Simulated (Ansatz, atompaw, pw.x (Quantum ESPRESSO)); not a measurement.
## Which Al potential is closest to all-electron in the bcc crystal?

All use PBEsol, scalar-relativistic, no spin, cutoffs from each file’s atomic test, pw.x 7.5; 14³ k-points, Fermi–Dirac smearing 0.01 Ry. Δ is the rms difference from all-electron LAPW of the E(V) curves that follow from fits to the pressures, over ±6 % in volume. Mesh and smearing are coarse and serve the comparison alone. The files are a selection: those with a ghost or negative overlap were mostly not run, and those with noisy or unconverged pressures or nearly equal Δ are left out.

All-electron: a0 = 3.215 Å (V0 = 16.61 Å³/atom), B0 = 72.6 GPa.

Task: Rank them by Δ, smallest first.
A. PAW, atompaw 4.2.0.5, PBEsol; core [Ne], reference 3s2 3p1; waves: 3s (bound): rc 2.40 bohr; 3s channel at 3.2 Ry: rc 1.70 bohr; 3p (bound): rc 2.40 bohr; 3p channel at 3.65 Ry: rc 2.40 bohr; 3d channel at 0.05 Ry: rc 2.20 bohr; 3d channel at 2.1 Ry: rc 2.20 bohr; local part: vpsmatchnc scheme with l = 3 at 0 Ry, radius 1.65 bohr; core correction: smooth core density matched at 2.30 bohr; augmentation: sinc compensation charge, radius 2.35 bohr; PAW radius 2.40 bohr; waves and projectors: custom polynom2 7 10 vanderbiltortho.
B. PAW, atompaw 4.2.0.5, PBEsol; core [Ne], reference 3s2 3p1; waves: 3s (bound): rc 1.85 bohr; 3s channel at 1.75 Ry: rc 1.90 bohr; 3p (bound): rc 1.90 bohr; 3p channel at 1.6 Ry: rc 1.90 bohr; local part: ultrasoft scheme with l = 2 at -0.5 Ry, radius 1.85 bohr; core correction: smooth core density matched at 1.25 bohr; augmentation: besselshape compensation charge, radius 1.40 bohr; PAW radius 1.90 bohr; waves and projectors: custom rrkj gramschmidtortho.
C. PAW, atompaw 4.2.0.5, PBEsol; core [Ne], reference 3s2 3p1; waves: 3s (bound): rc 2.90 bohr; 3s channel at 0.3 Ry: rc 2.90 bohr; 3p (bound): rc 2.90 bohr; 3p channel at 0.1 Ry: rc 2.90 bohr; 3d channel at 0.1 Ry: rc 2.90 bohr; 3d channel at 2.25 Ry: rc 2.90 bohr; local part: troulliermartins scheme with l = 3 at 0.5 Ry, radius 2.25 bohr; core correction: smooth core density matched at 1.50 bohr; augmentation: besselshape compensation charge, radius 2.65 bohr; PAW radius 2.90 bohr; waves and projectors: custom polynom2 7 10 vanderbiltortho.

Result: A (0.2 meV/atom), B (0.5 meV/atom), C (1.4 meV/atom).
